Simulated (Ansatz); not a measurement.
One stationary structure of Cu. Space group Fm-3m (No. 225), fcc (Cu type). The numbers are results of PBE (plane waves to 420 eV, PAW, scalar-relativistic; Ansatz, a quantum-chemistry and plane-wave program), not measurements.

```cif
data_Cu4
_chemical_formula_sum 'Cu4'
_space_group_name_H-M_alt 'Fm-3m'
_space_group_IT_number 225
_space_group_name_Hall '-F 4 2 3'
_cell_length_a 3.62953
_cell_length_b 3.62953
_cell_length_c 3.62953
_cell_angle_alpha 90.000
_cell_angle_beta 90.000
_cell_angle_gamma 90.000
loop_
_atom_site_label
_atom_site_type_symbol
_atom_site_symmetry_multiplicity
_atom_site_Wyckoff_symbol
_atom_site_fract_x
_atom_site_fract_y
_atom_site_fract_z
_atom_site_occupancy
Cu1 Cu 4 a 0.00000 0.00000 0.00000 1
```
(The calculation used a cell of 1 atom; values per cell refer to that cell.)

```json
{
 "volume_per_atom": "11.95 Å³",
 "band_gap": "zero (metallic)",
 "shortest_distances": "Cu–Cu 2.57 Å",
 "k-mesh": "22×22×22"
}
```

No spin polarisation in the result.

Measured for Cu: a 3.595 Å (static lattice; corrected from measurement; as listed in Gábor I. Csonka et al., Physical Review B (2009)). Computed minus measured — a: PBE +1.0 %. The computed values are for a static lattice.

It was reached from a disturbed copy of a I4₁/amd (No. 141) cell (AFLOW prototype A_tI4_141_a (A5, as in Sn)), against which it lies -0.33 eV/atom.
